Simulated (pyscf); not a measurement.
This saddle point was located with ωB97X-D3(BJ)/def2-SVP in PySCF.

```xyz
8

N     -0.3792     0.9175     0.9597
Al    -1.1830     0.1249    -0.3906
Cl    -1.0036    -2.1689    -0.3831
Cl    -3.1173     0.6810    -0.9715
H      0.5495     0.7142     1.3111
H     -0.8057     1.6640     1.4978
Cl     0.1393    -0.1433    -2.2539
H     -0.2517    -1.4996    -1.5798
```

Surface: singlet, charge 0. Lowest wavenumbers (cm⁻¹): 645i, 47, 140, 164, 167.

Problem. Which two sides does it connect, and which bonds change?

Solution. H₂N–Al(Cl)–Cl + HCl ⇌ H₂N–Al(Cl)–Cl + HCl, a four-centre exchange read from left to right: Al–Cl, Cl–H broken and Al–Cl, Cl–H formed. At ωB97M-D3(BJ)/def2-TZVP it lies +2.7 kcal/mol from the left side and +2.7 kcal/mol from the right (each side as separated species at their lowest minima found). On the reactant side the descent ends in an adduct with a Al–Cl contact, 8.5 kcal/mol under the separated species and 8.2 kcal/mol under the saddle at ωB97X-D3(BJ)/def2-TZVP. On the product side the descent ends in an adduct with a Al–Cl contact, 8.5 kcal/mol under the separated species and 8.2 kcal/mol under the saddle at ωB97X-D3(BJ)/def2-TZVP. What is counted as formed (Al–Cl) is already present as a longer contact in the reactant adduct; forming that adduct is a step of its own. What is counted as broken (Al–Cl) persists as a longer contact in the product adduct; parting that adduct is a step of its own. At ωB97X-D3(BJ)/def2-TZVP the barrier from the zero used here is -0.3 kcal/mol. One saddle was located; it need not be the lowest between these sides.
